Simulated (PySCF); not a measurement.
# CCl3F (CFCl3): the cost of one run

The runs use PySCF 2.14.0, with density-fitted response routines of our own; the level of theory stands in each step. All values are computed, except where a source is named. Atoms are numbered from 0 throughout.

**1. The starting structure**

5 atoms, charge 0, multiplicity 1; geometry from: GFN2-xTB.

Bonds of the start (Å): F0–C1 1.34, C1–Cl2 1.77, C1–Cl3 1.77, C1–Cl4 1.77.

**2. Nuclear shieldings: mPW1PW91/IGLO-II**

What the job is given:

```
{"job": {"kind": "nmr", "xc": "mPW1PW91", "basis": "IGLO-II", "pop": false}, "charge": 0, "multiplicity": 1}
F      0.060305    -0.141039     1.396058
C      0.004642    -0.006315     0.066724
Cl    -0.457934     1.660563    -0.312646
Cl     1.602752    -0.370613    -0.603874
Cl    -1.201142    -1.139743    -0.563447
```

Level: GIAO mPW1PW91/IGLO-II NMR shielding, non-relativistic, gas phase.

On the command line:

```sh
OMP_NUM_THREADS=1 python probes_run.py task.json out
```

The driver reads the jobs from task.json and runs them one after another.

Q: Estimate the wall time and peak memory of this first job on 1 thread of Intel Xeon at 2.30GHz, shared host.

About 6.6 s, with a peak of 0.75 GiB.
